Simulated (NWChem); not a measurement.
Species: acetylene (C2H2); SMILES C#C

```xyz
4

C      0.0000     0.0000    -0.6026
C      0.0000     0.0000     0.6026
H      0.0000     0.0000    -1.6690
H      0.0000     0.0000     1.6690
```
Atoms are numbered in this order, from 1.

All runs: NWChem. Pople sets run with spherical d functions. Geometry: optimised at B3LYP/6-31G* (spherical d). Atomic charges in e: unrestrained fits to the electrostatic potential beside Mulliken populations; the two definitions need not agree.

For level B3LYP/def2-SVP:

```yaml
Mulliken C1: -0.02
Mulliken C2: -0.02
```

Task: How do the values read with level Hartree-Fock/6-31G* instead?

Result: Mulliken C1: -0.28
Mulliken C2: -0.28
